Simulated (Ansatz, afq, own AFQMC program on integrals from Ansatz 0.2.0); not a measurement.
**Where AFQMC and coupled cluster stand for BH₄⁺, singlet**

```xyz
5

B     0.0013    0.0515   -0.0521
H    -0.0143    0.9129    0.7977
H    -0.0390   -1.5562    1.5767
H     0.0226    0.9014   -0.9133
H     0.0169   -0.8100   -0.9020
```

Basis cc-pVDZ. Noble-gas cores (and the filled d shells of Ga–Kr and In–Xe) are frozen. AFQMC by an in-house program on the Cholesky factors that Ansatz 0.2.0 writes for its CCSD(T) run. ph-AFQMC/CISD is guided by a CISD state made of CCSD amplitudes; releasing the constraint for a short imaginary time cuts its bias at the price of noise, slowly where states lie close. ± is one standard error of the sampling.

Determinant: RHF, the one that the program's search chose, which needn't be the lowest solution. The geometry is a point of a scan.

Full CI on the same integrals is exact in this basis and with this determinant's frozen core.

Cautions: restricted determinant unstable towards unrestricted (UHF 1.14 eV lower, ⟨S²⟩ 0.85); strong correlation (T1 0.052, weight of the determinant 0.83, largest double 0.34); the CCSD(T) amplitudes may be one of several solutions (largest double 0.34); the CCSDT(Q) amplitudes may be one of several solutions (largest double 0.37); the CCSDTQ amplitudes may be one of several solutions (largest double 0.38); the released energies are still falling, so no released level is given (meV from the phaseless value at times in 1/Eh: -7 ± 3 at 0.24, -11.7 ± 2.0 at 0.51, -21.3 ± 1.8 at 0.99, -27.3 ± 1.6 at 1.62, -34 ± 3 at 2.40).

The T1 diagnostic is 0.0515 and the weight of the determinant in the CISD state is 0.827. The size of the correlated space is 6 electrons in 33 orbitals.

| level | correlation energy (eV) |
| --- | --- |
| MP2 | -3.1873 |
| CCSD | -4.1640 |
| CCSD(T) | -4.3234 |

Question: Estimate where full CI lies against CCSD(T) on the same integrals.

Answer: 0.58 kcal/mol below CCSD(T).

Reference: full CI, correlation energy -4.349 eV. The cautions show a poor starting determinant, so the rows tell how each method copes with it here, and full CI is the sure value.

```csv
level,E − E(reference) (kcal/mol),share of correlation (%)
CCSD(T),0.58,99.42
CCSDT,0.20,99.80
CCSDT(Q),0.03,99.97
CCSDTQ,0.00,100.00
ph-AFQMC/HF,2.00 ± 0.52,98.00
ph-AFQMC/CISD,1.20 ± 0.06,98.80
```

CCSDT and higher add their correlation energy to the determinant of the CCSD(T) run, since their own runs factorise the integrals more tightly (a shift of under 2 meV). A walk keeps the symmetry of its determinant, which the program's search chose and which needn't be the lowest solution, so a lower state of the same spin and another symmetry isn't excluded.
